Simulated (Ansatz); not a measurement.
# Scan of the O1–Si2 bond length

Si$_{2}$H$_{4}$O (SMILES O[SiH]=[SiH2]), closed shell, at its PBE0-D4/def2-TZVP minimum:

```
atom    x (Å)    y (Å)    z (Å)
  O1  -1.4685  -1.0607  -0.5826
 Si2  -0.4659   0.2092  -0.3272
 Si3   1.3481   0.1111   0.9091
  H4  -2.4071  -0.8857  -0.6731
  H5  -1.2629   1.4698  -0.3992
  H6   2.1414   1.2923   0.4510
  H7   2.1150  -1.1360   0.6221
```

The bond length O1–Si2 (1.638 Å at the minimum) is set to the values below, the two halves moving rigidly along the bond. Each method's energies count from its own value at the PBE0-D4 minimum structure. Computed with Ansatz 0.2.0 (basis: def2-TZVPP); correlated methods freeze the cores. B3LYP uses VWN-RPA correlation.

| bond length (Å) | CCSD(T) (eV) | PBE-D4 (eV) | MP2 (eV) | wB97M-V (eV) |
| --- | --- | --- | --- | --- |
| 1.474 | 0.651 | 0.700 | 0.649 | 0.615 |
| 1.507 | 0.397 | 0.438 | 0.395 | 0.370 |
| 1.555 | 0.153 | 0.181 | 0.152 | 0.138 |
| 1.611 | 0.019 | 0.029 | 0.018 | 0.015 |
| 1.674 | 0.012 | -0.002 | 0.013 | 0.017 |
| 1.741 | 0.125 | 0.083 | 0.128 | 0.138 |
| 1.812 | 0.336 | 0.262 | 0.342 | 0.355 |
| 1.887 | 0.626 | 0.515 | 0.635 | 0.650 |
| 1.966 | 0.973 | 0.823 | 0.987 | 1.003 |

Minimum and curvature along this coordinate at CCSD(T): A fifth-order fit through the nearest points gives 1.645 Å, with a curvature of about 32 eV/Å².

Problem. Treat the two halves as rigid bodies and work out the harmonic wavenumber of this stretch from that curvature (ν̃ = 521.5 √(k/μ) cm⁻¹ with k in eV/Å² and μ in u).

Solution. The halves weigh 17.01 and 59.20 u, so μ = 17.01 × 59.20/76.21 = 13.213 u and ν̃ = 521.5 √(32/13.213) ≈ 810 cm⁻¹. A true normal mode mixes in other motions, so this is a guide only.

Largest difference from the CCSD(T) curve over the scan: r2SCAN-D4 0.034; PBE0-D4 0.051; B3LYP-D4 0.033; HF 0.277 eV. Each curve counts from its own value at the minimum.

The T1 diagnostic stays at or below 0.020. The restricted Hartree–Fock reference is unstable towards an unrestricted one here. A large double-excitation amplitude points to some diradical character; no triplet was computed.

For scale, one of the runs: CCSD(T)/def2-TZVPP, 171 basis functions (an equivalent command: `ansatz run in.yaml --threads 2`). Time: 26 s of wall clock on 2 CPU threads; the host was shared. Peak host memory: 1.3 GiB.
